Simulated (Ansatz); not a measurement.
**fcc Al**

Method: PBEsol in Ansatz (plane waves, PAW).

Numerical settings: plane-wave cutoff 500 eV, 4×4×4 k mesh, Fermi–Dirac smearing 0.1 eV, cell of 108 sites, scalar-relativistic PAW data made under PBE.

Cell: relaxed at this level.

```json
{
  "vacancy_formation_energy": "0.80 eV",
  "vacancy_formation_energy_before_relaxation": "0.86 eV"
}
```

Measured, for comparison: vacancy formation energy 0.66 eV (no zero-point or thermal correction, monovacancy; as tabulated in Garrity and Choudhary (2023), arXiv:2112.11585). Computed (rounded) less measured: vacancy formation energy +0.14 eV.

Note: energies are extrapolated to zero smearing, and mesh and cell size move such values by some hundredths of an eV or more.

Computed values are for the static lattice.

Cost on a shared machine: very roughly 13 core-minutes.

Ansatz is a quantum-chemistry and plane-wave program.
